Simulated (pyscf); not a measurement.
Substitution at Si: Cl–Si(Cl)(Cl)–Cl (SMILES Cl[Si](Cl)(Cl)Cl) + Cl• (SMILES [Cl]) → Cl• (SMILES [Cl]) + Cl–Si(Cl)(Cl)–Cl (SMILES Cl[Si](Cl)(Cl)Cl)

Gas phase, doublet surface, charge 0. Bonds broken: Cl1–Si2. Bonds formed: Si2–Cl6. Single points on ωB97X-D3(BJ)/def2-SVP structures (PySCF, gas phase).

Transition state (Å):

```xyz
6

Cl    -0.4959     1.9600    -1.0106
Si     0.3386     0.2003    -0.0459
Cl     1.0567     1.1746     1.6017
Cl    -1.7659    -0.3682    -0.3235
Cl     1.7072    -0.2481    -1.4933
Cl     0.2649    -1.7718     0.8645
```

One imaginary mode, 457i cm⁻¹; descent along it reached the two sides named.

```
bond     change  reactant side (Å)  saddle  product side
-------  ------  -----------------  ------  ------------
Cl1–Si2  breaks              2.028   2.173           3.5
Si2–Cl6   forms                3.5   2.173         2.028
```

Electronic energies relative to the separated reactants (kJ/mol):

```tsv
level	barrier	reaction energy	reverse barrier
ωB97X-D3(BJ)/def2-TZVP	85.0	0.0	85.0
PBE/def2-TZVP	18.8	0.0	18.8
r²SCAN/def2-TZVP	41.2	0.0	41.2
B3LYP-D3(BJ)/def2-TZVP	60.7	0.0	60.7
PBE0-D3(BJ)/def2-TZVP	57.3	0.0	57.3
M06-2X/def2-TZVP	90.1	0.0	90.1
ωB97M-D3(BJ)/def2-TZVP	94.7	0.0	94.7
HF/def2-TZVP	228.7	0.0	228.7
```

With ωB97M-D3(BJ)/def2-TZVP energies and thermal terms (ideal gas, 1 atm, RRHO with modes under 100 cm⁻¹ raised to 100, one conformer, R ln 2 for chiral ones without a mode under 150 cm⁻¹), in kJ/mol:

```
T (K)   ΔH‡    ΔG‡   ΔH   ΔG
-----  ----  -----  ---  ---
298    92.5  123.1  0.0  0.0
600    91.6  154.4  0.0  0.0
900    90.5  186.1  0.0  0.0
1200   89.4  218.1  0.0  0.0
```

This is the saddle that the search found; another between the same sides may lie lower. The angle at the attacked Si is 155°. Left out: orbital degeneracy and the spin-orbit lowering of Cl.
